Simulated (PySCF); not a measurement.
# C₂F₃N: NMR shifts at several levels of theory

How much do the NMR shifts of C₂F₃N (`[C-]#[N+]C(F)(F)F`) depend on the level of theory, and what does each level cost?

The runs use PySCF 2.14.0, with density-fitted response routines of our own; the level of theory stands in each step. All values are computed, except where a source is named. Atoms are numbered from 0 throughout.

### Step 1. The molecule as given

6 atoms, charge 0, multiplicity 1; geometry from: MMFF94s. The atoms were then displaced at random by about 0.03 Å, so the start is not that level's minimum.

Bonds of the start (Å): C0–N1 1.25, N1–C2 1.47, C2–F3 1.29, C2–F4 1.33, C2–F5 1.35.

### Step 2. Geometry optimisation at PBE0-D3(BJ)/def2-SVP

The job: settings as JSON, then the geometry in Å.

```
{"job": {"xc": "PBE0", "basis": "def2-SVP", "d3": "d3bj", "grid": 1, "shake": 0.03, "kind": "geom"}, "charge": 0, "multiplicity": 1}
C      2.240390    -0.057300     0.043820
N      0.988010    -0.004640     0.007960
C     -0.484970    -0.010730    -0.032050
F     -0.800290    -0.999000    -0.796730
F     -0.944820    -0.198970     1.205590
F     -0.935200     1.174620    -0.497860
```

Launch:

```bash
OMP_NUM_THREADS=1 python probes_run.py task.json out
```

One launch serves the whole session: the jobs run in the order shown.

Log:

```text
step   0  E = -429.66516037  max force = 0.131398
step   1  E = -429.68028248  max force = 0.023633
step   2  E = -429.68135027  max force = 0.007724
step   3  E = -429.68160907  max force = 0.002484
step   4  E = -429.68169979  max force = 0.002171
step   5  E = -429.68177960  max force = 0.003629
step   6  E = -429.68184512  max force = 0.003286
step   7  E = -429.68186980  max force = 0.001356
step   8  E = -429.68188297  max force = 0.000632
step   9  E = -429.68190024  max force = 0.002837
step  10  E = -429.68190141  max force = 0.006828
step  11  E = -429.68193695  max force = 0.004839
step  12  E = -429.68196769  max force = 0.001718
step  13  E = -429.68197622  max force = 0.000275
optimisation converged
```

Run time: 28 s. Hardware: 1 thread of Arm Neoverse V1, shared host; peak memory 0.35 GiB.

The steps of the relaxation:

```csv
step,energy from step 0 (eV),largest force component (eV/Å)
0,0.0000,6.7568
1,-0.4115,1.2153
2,-0.4405,0.3972
3,-0.4476,0.1277
4,-0.4501,0.1116
5,-0.4522,0.1866
6,-0.4540,0.1690
7,-0.4547,0.0697
8,-0.4550,0.0325
9,-0.4555,0.1459
10,-0.4555,0.3511
11,-0.4565,0.2488
12,-0.4574,0.0883
13,-0.4576,0.0141
```

Distances of close pairs at the start and the end, largest changes first:

```csv
bond,before (Å),after (Å),change (Å)
C0–N1,1.254,1.177,-0.077
N1–C2,1.474,1.403,-0.070
C2–F3,1.289,1.320,+0.032
C2–F5,1.351,1.321,-0.030
C2–F4,1.334,1.321,-0.013
```

The next job starts from the end point, and lists it.

```csv
at the end point,value
point group (found at 0.08 Å tolerance),C3v
"rotational constants (GHz, main isotopes)","5.756, 3.230, 3.229"
dipole moment (D),1.11
```

### Step 3. Nuclear shieldings: PBE0/cc-pVDZ

The job: settings as JSON, then the geometry in Å.

```
{"job": {"kind": "nmr", "xc": "PBE0", "basis": "cc-pVDZ", "pop": true}, "charge": 0, "multiplicity": 1}
C      2.152713    -0.015962    -0.009251
N      0.975657    -0.009162    -0.012811
C     -0.427772    -0.016017    -0.012071
F     -0.875398    -0.902018    -0.882643
F     -0.876841    -0.331225     1.189573
F     -0.885238     1.178364    -0.342068
```

With the program's defaults for keys left out, this is: GIAO PBE0/cc-pVDZ NMR shielding, non-relativistic, gas phase.

Log:

```text
coarse grid: 6496 points
cycle   1  E = -429.8700238770  dE =  1.159e+00  |g| = 9.365e-01  |ddm| = 4.779e+00
cycle   2  E = -429.6958326334  dE =  1.742e-01  |g| = 1.416e+00  |ddm| = 3.142e+00
cycle   3  E = -430.0183147765  dE = -3.225e-01  |g| = 1.665e-01  |ddm| = 1.883e+00
cycle   4  E = -430.0230388688  dE = -4.724e-03  |g| = 7.113e-02  |ddm| = 2.590e-01
cycle   5  E = -430.0241225937  dE = -1.084e-03  |g| = 1.038e-02  |ddm| = 8.543e-02
cycle   6  E = -430.0241424227  dE = -1.983e-05  |g| = 1.244e-03  |ddm| = 1.623e-02
cycle   7  E = -430.0241427705  dE = -3.478e-07  |g| = 2.605e-04  |ddm| = 2.563e-03
final grid: 68224 points
cycle   8  E = -430.0303382485  dE = -2.533e-05  |g| = 4.859e-03  |ddm| = 3.619e-02
cycle   9  E = -430.0303364477  dE =  1.801e-06  |g| = 6.217e-03  |ddm| = 1.575e-02
cycle  10  E = -430.0303429328  dE = -6.485e-06  |g| = 3.675e-04  |ddm| = 8.100e-03
cycle  11  E = -430.0303429641  dE = -3.135e-08  |g| = 1.118e-04  |ddm| = 1.007e-03
cycle  12  E = -430.0303429660  dE = -1.863e-09  |g| = 7.124e-05  |ddm| = 2.531e-04
cycle  13  E = -430.0303429670  dE = -9.825e-10  |g| = 2.619e-05  |ddm| = 1.042e-04
converged SCF energy = -430.0303429670

GIAO shielding tensors (ppm)
atom      isotropic    diamagn.    paramagn.     s11        s22        s33       span
  0 C       18.160     267.500    -249.340    -95.869    -95.777    246.124    341.993
  1 N       87.396     325.557    -238.161    -48.050    -47.972    358.211    406.261
  2 C       89.206     244.942    -155.736     71.883     97.856     97.878     25.995
  3 F      261.917     468.953    -207.035    203.124    229.675    352.953    149.829
  4 F      261.654     469.094    -207.440    202.643    229.115    353.204    150.561
  5 F      262.360     469.084    -206.725    203.209    230.349    353.521    150.311
```

It took 4.6 s on 1 thread of Arm Neoverse V1, shared host; peak memory 0.43 GiB.

The references, computed at this level on geometries of the same kind, shield at (ppm): 13C TMS 196.8, 19F CFCl3 200.9, 15N NH3 273.1. Their shielding less the atom's gives the shift. The references are single molecules in the gas phase, so shifts against H2O, NH3, PH3, H3PO4 or CFCl3 are not on the usual liquid scales and can be off by tens of ppm. Atoms listed in one row are averaged.

```csv
atoms,environment,σ (ppm),δ (ppm)
C0,isocyanide carbon,18.2,178.6
C2,CF3 carbon,89.2,107.5
N1,isocyanide nitrogen,87.4,185.7
"F3, F4, F5",fluorine of a CF3 group,262.0,-61.0
```

The run also stored atomic charges by several schemes (e):

```csv
atoms,Mulliken,IAO,Hirshfeld,ESP fit
C0,-0.07,0.03,-0.02,-0.29
N1,-0.16,-0.18,-0.09,0.25
C2,0.61,0.90,0.31,0.39
"F3, F4, F5",-0.13,-0.25,-0.07,-0.12
```

Mayer bond orders: C0–N1 2.48, N1–C2 0.95, C2–F3 1.21, C2–F4 1.21, C2–F5 1.21.

### Step 4. Nuclear shieldings: PBE0/cc-pVTZ

The job, as its differences from that of step 3:

```diff
@@ -1,2 +1,2 @@
-{"job": {"kind": "nmr", "xc": "PBE0", "basis": "cc-pVDZ", "pop": true}, "charge": 0, "multiplicity": 1}
+{"job": {"kind": "nmr", "xc": "PBE0", "basis": "cc-pVTZ", "pop": true}, "charge": 0, "multiplicity": 1}
 C      2.152713    -0.015962    -0.009251
```

Level: GIAO PBE0/cc-pVTZ NMR shielding, non-relativistic, gas phase.

Log:

```text
coarse grid: 6496 points
cycle   1  E = -430.0203248500  dE =  1.138e+00  |g| = 9.470e-01  |ddm| = 4.790e+00
cycle   2  E = -429.8433487837  dE =  1.770e-01  |g| = 1.473e+00  |ddm| = 2.493e+00
cycle   3  E = -430.1601841636  dE = -3.168e-01  |g| = 1.648e-01  |ddm| = 1.535e+00
cycle   4  E = -430.1641363879  dE = -3.952e-03  |g| = 8.257e-02  |ddm| = 2.549e-01
cycle   5  E = -430.1655237993  dE = -1.387e-03  |g| = 1.370e-02  |ddm| = 9.509e-02
cycle   6  E = -430.1655553576  dE = -3.156e-05  |g| = 1.384e-03  |ddm| = 1.748e-02
cycle   7  E = -430.1655557120  dE = -3.543e-07  |g| = 3.716e-04  |ddm| = 2.813e-03
final grid: 68224 points
cycle   8  E = -430.1653790462  dE = -5.154e-05  |g| = 4.719e-03  |ddm| = 3.508e-02
cycle   9  E = -430.1653776050  dE =  1.441e-06  |g| = 5.952e-03  |ddm| = 1.324e-02
cycle  10  E = -430.1653828474  dE = -5.242e-06  |g| = 5.588e-04  |ddm| = 6.535e-03
cycle  11  E = -430.1653828834  dE = -3.599e-08  |g| = 2.982e-04  |ddm| = 1.165e-03
cycle  12  E = -430.1653828997  dE = -1.625e-08  |g| = 1.382e-04  |ddm| = 4.628e-04
cycle  13  E = -430.1653829034  dE = -3.732e-09  |g| = 1.953e-05  |ddm| = 1.600e-04
cycle  14  E = -430.1653829035  dE = -6.821e-11  |g| = 4.473e-06  |ddm| = 2.782e-05
converged SCF energy = -430.1653829035

GIAO shielding tensors (ppm)
atom      isotropic    diamagn.    paramagn.     s11        s22        s33       span
  0 C        2.235     263.621    -261.386   -119.115   -119.028    244.849    363.964
  1 N       68.888     327.493    -258.606    -75.342    -75.251    357.256    432.597
  2 C       72.674     240.283    -167.609     55.468     81.265     81.287     25.820
  3 F      240.337     467.915    -227.578    175.007    200.588    345.417    170.410
  4 F      240.075     468.053    -227.978    174.529    200.024    345.673    171.144
  5 F      240.774     468.038    -227.263    175.103    201.205    346.015    170.911
```

Wall time 14 s (1 thread of Arm Neoverse V1, shared host); peak memory 0.71 GiB.

Key values: δ C0 185.1, C2 114.6, N1 197.9, F3 -57.8 ppm (means over like atoms).

### Step 5. Nuclear shieldings: PBE0/aug-cc-pVDZ

The job, as its differences from that of step 4:

```diff
@@ -1,2 +1,2 @@
-{"job": {"kind": "nmr", "xc": "PBE0", "basis": "cc-pVTZ", "pop": true}, "charge": 0, "multiplicity": 1}
+{"job": {"kind": "nmr", "xc": "PBE0", "basis": "aug-cc-pVDZ", "pop": true}, "charge": 0, "multiplicity": 1}
 C      2.152713    -0.015962    -0.009251
```

Level: GIAO PBE0/aug-cc-pVDZ NMR shielding, non-relativistic, gas phase.

Log:

```text
coarse grid: 6496 points
cycle   1  E = -429.9182557549  dE =  1.163e+00  |g| = 8.724e-01  |ddm| = 5.128e+00
cycle   2  E = -429.7668057319  dE =  1.515e-01  |g| = 1.329e+00  |ddm| = 2.665e+00
cycle   3  E = -430.0488056522  dE = -2.820e-01  |g| = 1.611e-01  |ddm| = 1.637e+00
cycle   4  E = -430.0531668357  dE = -4.361e-03  |g| = 6.824e-02  |ddm| = 2.700e-01
cycle   5  E = -430.0541425758  dE = -9.757e-04  |g| = 1.441e-02  |ddm| = 9.708e-02
cycle   6  E = -430.0541809298  dE = -3.835e-05  |g| = 1.414e-03  |ddm| = 1.932e-02
cycle   7  E = -430.0541813914  dE = -4.616e-07  |g| = 3.811e-04  |ddm| = 3.651e-03
final grid: 68224 points
cycle   8  E = -430.0604573905  dE = -2.791e-05  |g| = 4.916e-03  |ddm| = 6.605e-02
cycle   9  E = -430.0604552531  dE =  2.137e-06  |g| = 6.412e-03  |ddm| = 1.658e-02
cycle  10  E = -430.0604622978  dE = -7.045e-06  |g| = 4.485e-04  |ddm| = 7.883e-03
cycle  11  E = -430.0604623375  dE = -3.963e-08  |g| = 1.587e-04  |ddm| = 1.058e-03
cycle  12  E = -430.0604623400  dE = -2.501e-09  |g| = 1.130e-04  |ddm| = 3.055e-04
cycle  13  E = -430.0604623426  dE = -2.654e-09  |g| = 1.896e-05  |ddm| = 1.629e-04
cycle  14  E = -430.0604623427  dE = -8.424e-11  |g| = 3.891e-06  |ddm| = 3.288e-05
converged SCF energy = -430.0604623427

GIAO shielding tensors (ppm)
atom      isotropic    diamagn.    paramagn.     s11        s22        s33       span
  0 C       16.521     295.786    -279.265    -98.166    -98.042    245.770    343.936
  1 N       84.691     274.921    -190.230    -51.688    -51.598    357.359    409.047
  2 C       85.982     233.510    -147.529     69.005     94.462     94.477     25.472
  3 F      249.606     460.722    -211.116    187.820    210.892    350.105    162.285
  4 F      249.349     460.804    -211.455    187.361    210.330    350.357    162.996
  5 F      250.015     460.764    -210.749    187.915    211.432    350.699    162.783
```

It took 8.8 s on 1 thread of Arm Neoverse V1, shared host; peak memory 0.56 GiB.

In short: δ C0 178.6, C2 109.1, N1 185.2, F3 -55.5 ppm (means over like atoms).

### Step 6. Shielding tensors: PBE0/IGLO-III

The job, as its differences from that of step 5:

```diff
@@ -1,2 +1,2 @@
-{"job": {"kind": "nmr", "xc": "PBE0", "basis": "aug-cc-pVDZ", "pop": true}, "charge": 0, "multiplicity": 1}
+{"job": {"kind": "nmr", "xc": "PBE0", "basis": "IGLO-III", "pop": true}, "charge": 0, "multiplicity": 1}
 C      2.152713    -0.015962    -0.009251
```

With the program's defaults for keys left out, this is: GIAO PBE0/IGLO-III NMR shielding, non-relativistic, gas phase.

Log:

```text
coarse grid: 6496 points
cycle   1  E = -430.0345896880  dE =  1.156e+00  |g| = 9.523e-01  |ddm| = 2.054e+00
cycle   2  E = -429.8550522356  dE =  1.795e-01  |g| = 1.482e+00  |ddm| = 8.630e-01
cycle   3  E = -430.1767757451  dE = -3.217e-01  |g| = 1.671e-01  |ddm| = 5.334e-01
cycle   4  E = -430.1805965866  dE = -3.821e-03  |g| = 8.938e-02  |ddm| = 1.200e-01
cycle   5  E = -430.1822057985  dE = -1.609e-03  |g| = 1.556e-02  |ddm| = 5.178e-02
cycle   6  E = -430.1822466753  dE = -4.088e-05  |g| = 1.612e-03  |ddm| = 7.584e-03
cycle   7  E = -430.1822471504  dE = -4.751e-07  |g| = 4.617e-04  |ddm| = 1.635e-03
final grid: 68224 points
cycle   8  E = -430.1902369178  dE = -8.003e-05  |g| = 4.459e-03  |ddm| = 3.585e-02
cycle   9  E = -430.1902358896  dE =  1.028e-06  |g| = 5.282e-03  |ddm| = 5.674e-03
cycle  10  E = -430.1902402554  dE = -4.366e-06  |g| = 6.522e-04  |ddm| = 2.666e-03
cycle  11  E = -430.1902403013  dE = -4.588e-08  |g| = 2.801e-04  |ddm| = 4.209e-04
cycle  12  E = -430.1902403095  dE = -8.151e-09  |g| = 1.847e-04  |ddm| = 1.808e-04
cycle  13  E = -430.1902403164  dE = -6.945e-09  |g| = 1.861e-05  |ddm| = 1.128e-04
cycle  14  E = -430.1902403165  dE = -7.219e-11  |g| = 4.911e-06  |ddm| = 1.151e-05
converged SCF energy = -430.1902403165

GIAO shielding tensors (ppm)
atom      isotropic    diamagn.    paramagn.     s11        s22        s33       span
  0 C       -6.248     251.171    -257.419   -131.107   -131.020    243.384    374.490
  1 N       60.917     328.812    -267.895    -87.418    -87.324    357.495    444.913
  2 C       67.829     250.549    -182.720     50.253     76.603     76.632     26.380
  3 F      232.873     463.372    -230.499    166.424    190.669    341.525    175.100
  4 F      232.599     463.512    -230.914    165.929    190.074    341.793    175.864
  5 F      233.302     463.485    -230.184    166.540    191.231    342.134    175.594
```

It took 16 s on 1 thread of Arm Neoverse V1, shared host; peak memory 0.74 GiB.

This run: δ C0 190.0, C2 115.9, N1 199.6, F3 -58.3 ppm (means over like atoms).

### Step 7. Nuclear shieldings: PBE0/pcSseg-0

The job, as its differences from that of step 6:

```diff
@@ -1,2 +1,2 @@
-{"job": {"kind": "nmr", "xc": "PBE0", "basis": "IGLO-III", "pop": true}, "charge": 0, "multiplicity": 1}
+{"job": {"kind": "nmr", "xc": "PBE0", "basis": "pcSseg-0", "pop": true}, "charge": 0, "multiplicity": 1}
 C      2.152713    -0.015962    -0.009251
```

Level: GIAO PBE0/pcSseg-0 NMR shielding, non-relativistic, gas phase.

Log:

```text
coarse grid: 6496 points
cycle   1  E = -428.9216450583  dE =  1.157e+00  |g| = 8.577e-01  |ddm| = 2.851e+00
cycle   2  E = -428.7719840057  dE =  1.497e-01  |g| = 1.336e+00  |ddm| = 1.889e+00
cycle   3  E = -429.0767869362  dE = -3.048e-01  |g| = 1.486e-01  |ddm| = 1.069e+00
cycle   4  E = -429.0803674045  dE = -3.580e-03  |g| = 6.695e-02  |ddm| = 1.577e-01
cycle   5  E = -429.0813256003  dE = -9.582e-04  |g| = 9.289e-03  |ddm| = 6.075e-02
cycle   6  E = -429.0813408736  dE = -1.527e-05  |g| = 1.111e-03  |ddm| = 8.968e-03
cycle   7  E = -429.0813411892  dE = -3.156e-07  |g| = 2.490e-04  |ddm| = 1.982e-03
final grid: 68224 points
cycle   8  E = -429.0053317274  dE = -9.608e-06  |g| = 2.832e-03  |ddm| = 1.246e-02
cycle   9  E = -429.0053310437  dE =  6.837e-07  |g| = 3.298e-03  |ddm| = 5.539e-03
cycle  10  E = -429.0053327717  dE = -1.728e-06  |g| = 1.245e-03  |ddm| = 3.625e-03
cycle  11  E = -429.0053330895  dE = -3.179e-07  |g| = 1.535e-04  |ddm| = 9.133e-04
cycle  12  E = -429.0053330938  dE = -4.240e-09  |g| = 2.388e-05  |ddm| = 1.526e-04
cycle  13  E = -429.0053330939  dE = -1.314e-10  |g| = 2.246e-06  |ddm| = 2.683e-05
converged SCF energy = -429.0053330939

GIAO shielding tensors (ppm)
atom      isotropic    diamagn.    paramagn.     s11        s22        s33       span
  0 C       -6.275     247.219    -253.494   -131.842   -131.793    244.810    376.652
  1 N       63.663     353.172    -289.510    -83.963    -83.842    358.793    442.757
  2 C       63.397     227.467    -164.070     42.340     73.920     73.932     31.592
  3 F      243.791     472.657    -228.866    181.673    211.195    338.505    156.833
  4 F      243.555     472.747    -229.192    181.221    210.639    338.805    157.584
  5 F      244.145     472.742    -228.597    181.637    211.771    339.028    157.391
```

Wall time 3.1 s (1 thread of Arm Neoverse V1, shared host); peak memory 0.4 GiB.

This run: δ C0 199.8, C2 130.1, N1 202.4, F3 -65.5 ppm (means over like atoms).

### Step 8. Comparing the runs: NMR shifts

Shifts (ppm), means over like atoms, with basis size and wall time:

```csv
run,C0,C2,N1,F3,functions,time
PBE0/cc-pVDZ,178.6,107.5,185.7,-61.0,84,4.6 s
PBE0/cc-pVTZ,185.1,114.6,197.9,-57.8,180,14 s
PBE0/aug-cc-pVDZ,178.6,109.1,185.2,-55.5,138,8.8 s
PBE0/IGLO-III,190.0,115.9,199.6,-58.3,210,16 s
PBE0/pcSseg-0,199.8,130.1,202.4,-65.5,54,3.1 s
```

### Step 9. Results

| quantity | value |
| --- | --- |
| point group | C3v |
| rotational constants (main isotopes) | 5.76, 3.23, 3.23 GHz |
| 13C shifts against TMS (PBE0/cc-pVDZ) | 178.6, 107.5 ppm |
| 15N shifts against NH3 (PBE0/cc-pVDZ) | 185.7 ppm |
| 19F shifts against CFCl3 (PBE0/cc-pVDZ, means over atoms taken as alike) | -61.0 ppm |
| range of the shift of C2 | 107.5 to 130.1 ppm |

Single values in the summary come from the first run of each kind that ended normally (PBE0/cc-pVDZ), which need not be the best level. The start was shaken at random, so part of the energy gained undoes that. Relaxing lowered the energy by 0.458 eV in 13 steps; the close pair that moved most is C0–N1, from 1.254 to 1.177 Å. No frequency check was run at this level, so the end point may be a saddle. At PBE0/cc-pVDZ: The widest tensor belongs to N1: span 406 ppm, with a paramagnetic part of -238 ppm. In ppm, C2 moves most: its shift spreads over 22.6 ppm, from 107.5 (PBE0/cc-pVDZ) to 130.1 (PBE0/pcSseg-0).
